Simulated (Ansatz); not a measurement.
# Worked example: SeBr, doublet against SeBr⁻, singlet

Geometry (PBE0/def2-TZVPD stationary point of a singlet), kept for both states (SeBr⁻, singlet: Σ⁺; SeBr, doublet: Π):

```xyz
2

Se    0.0000    0.0000    0.0000
Br    0.0000    0.0000    2.3810
```

Basis aug-cc-pVDZ; Ansatz 0.2.0. Only valence electrons are correlated (noble-gas cores and the filled d shells of p-block atoms frozen). R marks a restricted (for open shells ROHF) determinant, U an unrestricted one. No spin–orbit coupling is included, and no scalar relativity.

Full CI isn't at hand for all of this; UCCSDT(Q) serves as the reference, and is uncertain by the last step of the cluster series or more.

The highest occupied Kohn–Sham level of the anion is positive, up to +0.44 eV, so in those functionals the extra electron is held by the basis alone, which enters their differences from the reference.

```
    level  E(SeBr⁻, singlet) (hartree)  E(SeBr, doublet) (hartree)
      UHF                 -4972.266553                -4972.197491
     UMP2                 -4972.510259                -4972.415261
 UCCSD(T)                 -4972.541755                -4972.449857
      PBE                 -4974.988970                -4974.894527
   r2SCAN                 -4975.704753                -4975.608060
UCCSDT(Q)                 -4972.543214                -4972.451660
```

Task: Give the vertical gap, SeBr doublet less SeBr⁻ singlet, at each level in eV (1 hartree = 27.2114 eV), and each error against UCCSDT(Q).

Result: UCCSDT(Q): (-4972.451660 − (-4972.543214)) × 27.2114 = 2.491 eV (the reference)
r2SCAN: (-4975.608060 − (-4975.704753)) × 27.2114 = 2.631 eV, error 0.140 eV
PBE: (-4974.894527 − (-4974.988970)) × 27.2114 = 2.570 eV, error 0.079 eV
UCCSD(T): (-4972.449857 − (-4972.541755)) × 27.2114 = 2.501 eV, error 0.010 eV
UMP2: (-4972.415261 − (-4972.510259)) × 27.2114 = 2.585 eV, error 0.094 eV
UHF: (-4972.197491 − (-4972.266553)) × 27.2114 = 1.879 eV, error -0.612 eV

Total energies of functionals can't be set beside those of wave-function methods, since they hold the core's correlation and their own absolute errors; only the differences compare.

In so small a basis the reference is far from its limit while semilocal and hybrid functionals are nearer theirs, so the functionals' errors here hold much of the reference's basis and frozen-core error, which can add to them or hide them.

Each level lands on the state that its own search finds. T1 diagnostics of restricted CCSD: 0.013 and 0.025.
